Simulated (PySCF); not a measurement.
CH3O, SMILES [OH+]=C, charge +1.

Geometry optimised at B3LYP-D3(BJ)/def2-TZVP. The isomer is the one that the SMILES or the coordinates give; other isomers of the formula were not compared.

Calculation: TDA-ωB97X/def2-TZVPD run with PySCF.

Vertical excitations.  State labels are in the subgroup Cs.

```csv
state,symmetry,energy (eV),λ (nm),f,main pairs
S1,A",6.20,200,0.000,HOMO→LUMO 99 %
S2,A",9.93,125,0.001,HOMO−2→LUMO 99 %
S3,A',10.81,115,0.279,HOMO−1→LUMO 83 %
S4,A',11.52,108,0.002,HOMO→LUMO+1 86 %
S5,A",12.15,102,0.025,HOMO−3→LUMO 96 %
S6,A",13.22,94,0.036,HOMO−1→LUMO+1 93 %
S7,A',13.42,92,0.181,HOMO→LUMO+2 92 %
S8,A',14.06,88,0.138,HOMO→LUMO+3 83 %
S9,A",14.80,84,0.005,HOMO→LUMO+4 94 %
S10,A',15.10,82,0.068,"HOMO→LUMO+5 66 %, HOMO−2→LUMO+1 13 %"
T1,A",5.44,228,0,HOMO→LUMO 99 %
T2,A',6.71,185,0,HOMO−1→LUMO 98 %
T3,A",9.02,138,0,HOMO−2→LUMO 98 %
T4,A",10.90,114,0,HOMO−3→LUMO 97 %
```
Triplets are in the Tamm–Dancoff approximation.
